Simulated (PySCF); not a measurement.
Species: CH4AlCl.
Bonds: C1–Al2, Al2–Cl3. Hydrogens: H4, H5, H6 on C1; H7 on Al2.

Level of theory: PySCF, PBE0-D3(BJ)/def2-SVP geometry optimisation, gas phase.

Task: Give the optimised bond lengths and angles.

Result: 
```tsv
bond	length (Å)	order
C1–Al2	1.941	single
Al2–Cl3	2.112	single
C1–H4, C1–H5, C1–H6	1.102	single
Al2–H7	1.582	single
```

Bonds in one row agree within 0.01 Å and their mean is given. Orders are formal, as drawn. A selection of angles:
```tsv
angle	degrees
Al2–C1–H4	109.7
Al2–C1–H5	111.7
Al2–C1–H6	112.6
H4–C1–H5	106.8
H5–C1–H6	108.7
C1–Al2–Cl3	117.9
C1–Al2–H7	126.0
Cl3–Al2–H7	116.0
```

Al2 (aluminium bonded to C, Cl and H) is planar (angles 126.0°, 117.9° and 116.0°, sum 360.0°, 0.01 Å off the plane of its three neighbours).

Stationary, but not proved a minimum.

Hardware: one thread of an Arm Neoverse V1, no GPU, shared host with 32 logical CPUs at a one-minute load of 15. Cost: 14 s of wall time, 0.30 GiB resident at most. That covers the optimisation of the geometry.
